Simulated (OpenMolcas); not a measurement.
How methods differ on BH2Cl (SMILES BCl)

BH2Cl has 4 atoms, charge 0, and is taken as a singlet. SMILES: `BCl`. The coordinates come from a PBE0-D4/def2-TZVP relaxation.

```xyz
4

B    -0.1167    0.0217   -0.0753
Cl    1.3650   -0.3953    0.7212
H    -1.1062   -0.5595    0.2404
H    -0.0866    0.8728   -0.9066
```

Each level gives the energy change with the B1–Cl2 bond stretched from 1.733 to 3.033 Å (eV). The values are calculated.

| level | kind | program | value (eV) | CPU time (all runs) |
| --- | --- | --- | --- | --- |
| SVWN5/STO-3G (restricted) | LDA | OpenMolcas | 5.42 | 6.6 s |
| PBE/STO-3G (restricted) | GGA | OpenMolcas | 5.04 | 7.5 s |
| r2SCAN/STO-3G (restricted) | meta-GGA | OpenMolcas | 5.25 | 9.6 s |
| B3LYP/STO-3G (restricted) | global hybrid | OpenMolcas | 5.18 | 7.2 s |
| CASPT2(2,2)/STO-3G | multireference | OpenMolcas | 4.82 | 3.2 s |
| CASSCF(2,2)/STO-3G | multireference | OpenMolcas | 4.63 | 3.9 s |
| MRCI(2,2)/STO-3G | multireference | OpenMolcas | ? | 3.5 s |
| SC-NEVPT2(2,2)/STO-3G | multireference | OpenMolcas | ? | 3.2 s |
| FCI/STO-3G | exact in the basis | OpenMolcas | 4.80 | 7.9 s |

Estimate the missing values from the other rows.

As computed at these levels: MRCI(2,2)/STO-3G: 4.77 eV; SC-NEVPT2(2,2)/STO-3G: 4.83 eV. The first shape isn't each level's own minimum. The values span 4.63 to 5.42 eV. All rows use very small basis sets, so even the best lies far from the true value. Times are those of the runs behind each value, whatever else they computed, on shared processors of several kinds: orders of magnitude only.
